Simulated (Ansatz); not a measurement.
Run this with the Python package of Ansatz (0.2.0) and show what comes out.

`cas_f2mg.py`
```python
"""Active-space calculation on F2Mg."""

from dataclasses import dataclass

import ansatz


@dataclass
class Options:
    basis_set: str = "cc-pVDZ"


opts = Options()

geometry_ang = [
    ("F", (-1.5471, 0.8016, -0.7681)),
    ("Mg", (-0.0114, -0.0091, -0.0043)),
    ("F", (1.5476, -0.8573, 0.7591)),
]
mol = ansatz.Crystal.molecule()
for symbol, xyz in geometry_ang:
    mol = mol.atom(symbol, xyz)

base = (
    mol.calculation()
    .basis(gaussian=opts.basis_set)
    .correlation(active_electrons=2, active_orbitals=3)
)
for method in [None]:
    rep = (base if method is None else base.correlation(method)).run().report
    space = rep["configurations"]
    state = space["states"][0]
    print(method or "casscf", f"total {rep['free_energy_ev'] / 27.211386246:.6f} Ha, active-space state {state['energy']['hartree']:.6f} Ha, mean field {rep['reference_energy_ev'] / 27.211386246:.6f} Ha")
    print("  determinants", state["n_determinants"], " natural occupations", [round(n, 3) for n in space["natural_occupations"]])
print("effectively unpaired electrons, sum of min(n, 2 - n):", round(sum(min(n, 2 - n) for n in space["natural_occupations"]), 3))
```

`python cas_f2mg.py` gives:
```text
casscf total -398.622331 Ha, active-space state -398.622331 Ha, mean field -398.602198 Ha
  determinants 9  natural occupations [1.983, 0.017, 0.001]
effectively unpaired electrons, sum of min(n, 2 - n): 0.035
```

Total energies depend on the basis set; only differences at equal settings carry meaning. The geometry is a force-field or estimated start, not a minimum of this method, and the basis set is short of its limit. The active space starts as a window about the frontier orbitals and is then optimised, not chosen by chemistry. Timing: 2.3 s on 1 thread of Arm Neoverse V1, on a shared host, peak memory 0.15 GiB.
